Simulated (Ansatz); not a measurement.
Reaction (SMILES): BN (BH2-NH2) → [BH2] (BH2) + [NH2] (NH2)
B3LYP-D3(BJ)/def2-TZVP geometries, fixed; electronic energies without zero-point terms.

Core correlation in the bond dissociation energy at MP2 with Ansatz (a first-principles code), in kcal/mol: frozen core against all electrons. Core-valence sets carry the plain set on hydrogen. Open shells are unrestricted.

| basis | functions, most | frozen core |
|---|---|---|
| cc-pVDZ | 48 | 146.99 |
| cc-pCVDZ | 56 | 147.32 |
| cc-pVTZ | 116 | 151.26 |
| cc-pwCVTZ | 142 | 151.65 |
| cc-pCVTZ | 142 | 151.39 |
| cc-pVQZ | 230 | 152.89 |
| cc-pwCVQZ | 288 | 152.99 |
| cc-pCVQZ | 288 | 152.92 |

**Question.** How large is the core term in each set?

**Answer.** The largest core-valence set, cc-pCVQZ, gives a core term of 0.95 kcal/mol; the valence set cc-pVQZ, which lacks functions for the core, gives 1.85. By row: cc-pVDZ 0.61, cc-pCVDZ 0.58, cc-pVTZ 2.89, cc-pwCVTZ 0.91, cc-pCVTZ 0.85, cc-pVQZ 1.85, cc-pwCVQZ 0.98, cc-pCVQZ 0.95.
